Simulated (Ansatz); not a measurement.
# C2H6Al radical: up Jacob's ladder to CCSD(T)

How much do the methods differ for C2H6Al radical? The plan is to run it at one geometry with functionals of several rungs and with coupled cluster. The yardstick is the atomisation energy at the CCSD(T) limit.

Program: Ansatz 0.2.0, Gaussian basis. Level of theory: functionals in def2-TZVPP, the program's frozen cores in correlated methods. These are calculated values, not measurements.

Plan: LDA (SPW92), PBE-D4, revPBE-D4, BLYP-D4, r2SCAN-D4, B97M-V, PBE0-D4, B3LYP-D4, r2SCANh-D4, r2SCAN0-D4, HSE06-D4, BHLYP-D4, CAM-B3LYP-D4, LC-ωPBE, ωB97X-V, ωB97M-V, B2PLYP, PBE-QIDH; CCSD(T)/def2-SVP; CCSD(T)/def2-TZVPP; MP2/def2-QZVPP; extrapolation to the limit; RPA on PBE.

### 1 The geometry

All runs share one geometry, relaxed beforehand with PBE0-D4 in a triple-zeta def2 set.

SMILES `[CH3][Al][CH3]`, 9 atoms, charge 0, spin multiplicity 2.

Atoms are counted from 1 here; the program's logs count them from 0.

Bond lengths: C1–Al2 1.972 Å, C1–H4 1.095 Å, C1–H5 1.095 Å, C1–H6 1.095 Å, Al2–C3 1.970 Å, C3–H7 1.097 Å, C3–H8 1.097 Å, C3–H9 1.091 Å. Angles: Al2–C1–H4 111.5°, Al2–C1–H5 111.1°, Al2–C1–H6 111.0°, H4–C1–H5 108.3°, H4–C1–H6 108.2°, H5–C1–H6 106.6°, C1–Al2–C3 118.6°, Al2–C3–H7 109.3°, Al2–C3–H8 109.4°, Al2–C3–H9 114.5°, H7–C3–H8 106.9°, H7–C3–H9 108.2°, H8–C3–H9 108.2°.

### 2 LDA

This LDA is Slater exchange with PW92 correlation.

Input file in.yaml:

```yaml
crystal:
  periodic: [false, false, false]
  atoms:
    - {symbol: C, position_ang: [-0.810682, 1.130628, -0.941489]}
    - {symbol: Al, position_ang: [0.730955, 0.705543, 0.211938]}
    - {symbol: C, position_ang: [0.877252, -1.111394, 0.957803]}
    - {symbol: H, position_ang: [-1.467824, 0.264482, -1.069024]}
    - {symbol: H, position_ang: [-0.481864, 1.460855, -1.931942]}
    - {symbol: H, position_ang: [-1.401501, 1.950049, -0.519741]}
    - {symbol: H, position_ang: [0.915286, -1.838213, 0.137403]}
    - {symbol: H, position_ang: [-0.021771, -1.337921, 1.543504]}
    - {symbol: H, position_ang: [1.748748, -1.270329, 1.594450]}
basis:
  gaussian: {orbitals: def2-TZVPP}
magnetization: {spin_polarized: true, initial_magnetization: 1}
hamiltonian: {xc: lda}
output: {orbitals: {seedname: orbitals}}
```

After this run come: PBE-D4 (GGA); revPBE-D4 (GGA); BLYP-D4 (GGA); r2SCAN-D4 (meta-GGA); B97M-V (meta-GGA); PBE0-D4 (hybrid); B3LYP-D4 (hybrid); r2SCANh-D4 (hybrid); r2SCAN0-D4 (hybrid); HSE06-D4 (hybrid); BHLYP-D4 (hybrid); CAM-B3LYP-D4 (range-separated); LC-ωPBE-D4 (range-separated); ωB97X-V (range-separated); ωB97M-V (range-separated); B2PLYP (double hybrid); PBE-QIDH (double hybrid); CCSD(T) in def2-SVP; CCSD(T) in def2-TZVPP; MP2 in def2-QZVPP; RPA on PBE orbitals.

Q: Predict the results of all the runs planned. Wanted: atomisation energy, CCSD(T)/CBS; farthest beyond LDA; mean size of error, GGA; mean size of error, meta-GGA; mean size of error, hybrid; mean size of error, range-separated; mean size of error, double hybrid; gap, smallest and largest; T1 diagnostic.

**Answer**, as computed:

| quantity | value |
| --- | --- |
| atomisation energy, CCSD(T)/CBS | 3073.8 kJ/mol |
| functionals within 15.4 kJ/mol (0.5 %) | BLYP-D4, PBE0-D4, B3LYP-D4, r2SCAN0-D4, LC-ωPBE, ωB97X-V, ωB97M-V, PBE-QIDH |
| farthest beyond LDA | BHLYP-D4 (-48.5 kJ/mol) |
| mean size of error, GGA | 23.2 kJ/mol |
| mean size of error, meta-GGA | 22.5 kJ/mol |
| mean size of error, hybrid | 17.4 kJ/mol |
| mean size of error, range-separated | 7.0 kJ/mol |
| mean size of error, double hybrid | 15.3 kJ/mol |
| gap, smallest and largest | 1.01 eV (B97M-V), 7.87 eV (LC-ωPBE) |
| T1 diagnostic | 0.0119 |
| triples share of the correlation energy | 3.6 % |

What this shows: LDA overbinds by 369.6 kJ/mol (12 %). PBE-D4 misses by +39.7 kJ/mol. Double hybrids carry the basis error of their MP2 part in triple zeta, and no dispersion term here, so their miss is partly the set-up's. The rungs range-separated, double hybrid miss on average by less than the doubt on the reference (15.4 kJ/mol), so they tie. Misses under about 15.4 kJ/mol are within the doubt on the reference itself, which lacks core-valence correlation, relativity and higher excitations. Hartree-Fock recovers 77 % of the binding; the rest is correlation. CCSD(T) in def2-SVP is off by -136.8 kJ/mol, which most functionals beat. The gap grows from 1.0 to 7.9 eV across the functionals, mostly with the share of exact exchange.
